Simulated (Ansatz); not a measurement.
Process, species as SMILES: O (H2O) + H+ → [OH3+]
B3LYP-D3(BJ)/def2-TZVP geometries, fixed; electronic energies without zero-point terms; positive where energy is released.

Energies in hartree at MP2 with Ansatz (a program for electronic structure); the proton affinity is their sum with the coefficients shown, times 627.509 kcal/mol a hartree; the bare proton counts zero. All functions are spherical. Cores are frozen. No added dispersion term, no relativity.

```json
[
 {"species": "O (H2O)", "coefficient": "+1", "part": "Hartree-Fock", "cc-pVDZ": "-76.02645", "cc-pVTZ": "-76.05675", "cc-pVQZ": "-76.06441"},
 {"species": "O (H2O)", "coefficient": "+1", "part": "correlation", "cc-pVDZ": "-0.20194", "cc-pVTZ": "-0.26179", "cc-pVQZ": "-0.28314"},
 {"species": "[OH3+]", "coefficient": "-1", "part": "Hartree-Fock", "cc-pVDZ": "-76.31118", "cc-pVTZ": "-76.33886", "cc-pVQZ": "-76.34504"},
 {"species": "[OH3+]", "coefficient": "-1", "part": "correlation", "cc-pVDZ": "-0.20322", "cc-pVTZ": "-0.25707", "cc-pVQZ": "-0.27625"}
]
```

Predict the proton affinity in cc-pV5Z (X = 5): let each Hartree-Fock step shrink by the ratio of the last two, and fit each correlation energy at X = 3 and 4 to E + A/X^3. Compare with the run.


- O (H2O): steps -0.03030 and -0.00766, ratio 0.253, so Hartree-Fock -76.06635 (run: -76.06667); A = (-0.26179 - (-0.28314))/(1/27 - 1/64) = 0.9971, correlation -0.28314 - A/64 + A/125 = -0.29074 (run: -0.29186).
- [OH3+]: steps -0.02768 and -0.00618, ratio 0.223, so Hartree-Fock -76.34642 (run: -76.34660); A = (-0.25707 - (-0.27625))/(1/27 - 1/64) = 0.8958, correlation -0.27625 - A/64 + A/125 = -0.28308 (run: -0.28376).
Predicted 170.94 kcal/mol; the run in cc-pV5Z gives 170.58, a miss of 0.36. Keeping the value in cc-pVQZ, 171.77, would miss by 1.20. All sums are of the energies as printed.
